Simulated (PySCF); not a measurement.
Z-matrix (Å, degrees):
```
Si
H 1 1.4769
H 1 1.4769 2 110.91
H 1 1.4769 2 110.91 3 123.72
```
Charge 0, spin multiplicity 2.

Problem. Give the dipole moment, highest occupied spin orbital and total energy at the level M06-2X/def2-TZVP (PySCF).

Solution. 
```yaml
dipole_moment: 0.17 D
highest_occupied_spin_orbital: -7.19 eV
total_energy: -7924.12 eV
```
